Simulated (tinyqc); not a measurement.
Extended Hueckel theory, for LiH+, step by step. The parameters take no account of the charge, which enters only through the electron count. One step of it, computed by the program tinyqc.

Problem. Wolfsberg-Helmholz matrix. H_ij = K' S_ij (H_ii + H_jj)/2 for i != j (the diagonal keeps H_ii), with K' = K + D^2 + D^4 (1 - K), D = (H_ii - H_jj)/(H_ii + H_jj), K = 1.75.

overlap S:
```
           1Li 2s   1Li 2px   1Li 2py   1Li 2pz     2H 1s
1Li 2s   1.000000  0.000000  0.000000  0.000000  0.346328
1Li 2px  0.000000  1.000000  0.000000  0.000000  0.000000
1Li 2py  0.000000  0.000000  1.000000  0.000000  0.000000
1Li 2pz  0.000000  0.000000  0.000000  1.000000  0.471131
2H 1s    0.346328  0.000000  0.000000  0.471131  1.000000
```

diagonal H_ii (eV): 1Li 2s -5.400000, 1Li 2px -3.500000, 1Li 2py -3.500000, 1Li 2pz -3.500000, 2H 1s -13.600000

K = 1.750000

Give: H.

Solution.

H (eV):
```
          1Li 2s  1Li 2px  1Li 2py  1Li 2pz     2H 1s
1Li 2s   -5.4000   0.0000   0.0000   0.0000   -6.2849
1Li 2px   0.0000  -3.5000   0.0000   0.0000    0.0000
1Li 2py   0.0000   0.0000  -3.5000   0.0000    0.0000
1Li 2pz   0.0000   0.0000   0.0000  -3.5000   -8.0869
2H 1s    -6.2849   0.0000   0.0000  -8.0869  -13.6000
```
